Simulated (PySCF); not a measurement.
Fractional electron number in S (sulfur, neutral)

The 3p beta orbital of [Ne] 3s2 3p4 is emptied in steps (occupation f), with all orbitals relaxed, ending at [Ne] 3s2 3p3. Calculation: PySCF 2.14, in aug-cc-pV(D+d)Z; no relativity, point nucleus. The exact energy is a straight line in f; departures are measured from the line between the end points of the same method.

```csv
f,UHF (eV),LDA (eV),PBE (eV),PBE0 (eV),r2SCAN (eV),LC-wPBE (eV),BHandHLYP (eV),wB97X (eV),TPSS (eV),r2SCAN0 (eV)
1,0.000,0.000,0.000,0.000,0.000,0.000,0.000,0.000,0.000,0.000
0.75,0.176,-0.841,-0.814,-0.570,-0.749,-0.048,-0.352,-0.128,-0.785,-0.526
0.5,0.223,-1.129,-1.086,-0.758,-0.987,-0.061,-0.476,-0.175,-1.045,-0.692
0.25,0.160,-0.850,-0.811,-0.564,-0.730,-0.041,-0.363,-0.136,-0.779,-0.509
0,0.000,0.000,0.000,0.000,0.000,0.000,0.000,0.000,0.000,0.000
```

```tsv
method	E(f=0) − E(f=1) (eV)	−ε at f=1 (eV)	−ε at f=0.5 (eV)
UHF	9.230	10.225	9.186
LDA	10.556	6.109	10.533
PBE	10.415	6.096	10.422
PBE0	10.396	7.359	10.411
r2SCAN	10.366	6.349	10.417
LC-wPBE	10.501	10.238	10.522
BHandHLYP	10.362	8.514	10.333
wB97X	10.479	9.812	10.460
TPSS	10.440	6.266	10.455
r2SCAN0	10.351	7.527	10.394
```

Orbital energy along the path (eV):

| f | UHF | LDA | PBE | PBE0 | r2SCAN | LC-wPBE | BHandHLYP | wB97X | TPSS | r2SCAN0 |
| --- | --- | --- | --- | --- | --- | --- | --- | --- | --- | --- |
| 1 | -10.225 | -6.109 | -6.096 | -7.359 | -6.349 | -10.238 | -8.514 | -9.812 | -6.266 | -7.527 |
| 0.75 | -9.662 | -8.287 | -8.237 | -8.876 | -8.395 | -10.380 | -9.402 | -10.127 | -8.346 | -8.972 |
| 0.5 | -9.186 | -10.533 | -10.422 | -10.411 | -10.417 | -10.522 | -10.333 | -10.460 | -10.455 | -10.394 |
| 0.25 | -8.776 | -12.813 | -12.601 | -11.925 | -12.360 | -10.633 | -11.305 | -10.815 | -12.543 | -11.753 |
| 0 | -8.416 | -15.091 | -14.689 | -13.360 | -14.194 | -10.675 | -12.338 | -11.233 | -14.554 | -13.003 |

Reference removal energy between the ground levels: 10.360 eV (measured; NIST Atomic Spectra Database, ionization energies). The calculation has no spin-orbit coupling. UHF lacks correlation.
